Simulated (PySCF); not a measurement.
# Other spins and charges of HAl–CH, quartet at one geometry

Geometry (PBE0/def2-TZVP stationary point for this spin, not checked as a minimum):

```xyz
4

Al    0.0000   -0.0744    0.6134
C     0.0000    0.0101   -1.3080
H     0.0000    1.3217    1.4205
H     0.0000    0.5490   -2.2537
```

Basis 6-31G; PySCF 2.14.0. Only valence electrons are correlated (noble-gas cores frozen). Prefix R: restricted or restricted open-shell reference; prefix U: unrestricted.

Gaps are energies of the second state less the first, at fixed atoms, for a selection of the levels run; mean-field and cluster levels share one orbital occupation for each state, and full CI takes the lowest of the symmetries tried.

Sextet less quartet: 5.419 eV at RCCSDT.

| level | gap (eV) | error (meV) |
| --- | --- | --- |
| RHF | 5.124 | -295 |
| UHF | 5.078 | -341 |
| RMP2 | 5.425 | 6 |
| UMP2 | 5.394 | -25 |
| RCCSD | 5.430 | 11 |
| UCCSD | 5.422 | 3 |
| RCCSD(T) | 5.423 | 4 |
| UCCSD(T) | 5.421 | 2 |
| UCCSDT | 5.419 | 0 |
| PBE | 5.599 | 180 |
| r2SCAN | 5.508 | 89 |
| PBE0 | 5.650 | 231 |
| B3LYP | 5.876 | 457 |
| wB97M-V | 6.064 | 645 |
| B2PLYP | 5.792 | 373 |

Removing an electron, to the quintet: 10.628 eV at RCCSDT.

Large singles or doubles amplitudes warn of static correlation in the HAl–CH⁺ quintet.

| level | gap (eV) | error (meV) |
| --- | --- | --- |
| RHF | 10.545 | -83 |
| UHF | 10.397 | -231 |
| RMP2 | 10.697 | 69 |
| UMP2 | 10.662 | 34 |
| RCCSD | 10.657 | 29 |
| UCCSD | 10.636 | 8 |
| RCCSD(T) | 10.632 | 4 |
| UCCSD(T) | 10.630 | 2 |
| UCCSDT | 10.627 | -1 |
| PBE | 11.144 | 516 |
| r2SCAN | 11.146 | 518 |
| PBE0 | 11.281 | 653 |
| B3LYP | 11.344 | 716 |
| wB97M-V | 11.360 | 732 |
| B2PLYP | 11.103 | 475 |

In so small a basis the reference is far from its limit while semilocal and hybrid functionals are nearer theirs (RPA and double hybrids share much of the reference's basis error), so the functionals' errors here hold much of the reference's basis and frozen-core error, which can add to them or hide them.

Full CI isn't at hand for all of this; RCCSDT serves as the reference. It lacks quadruple excitations, which often exceed the step from CCSD(T) to CCSDT. The frozen core follows each run's orbitals, which can shift R against U totals by a few meV.
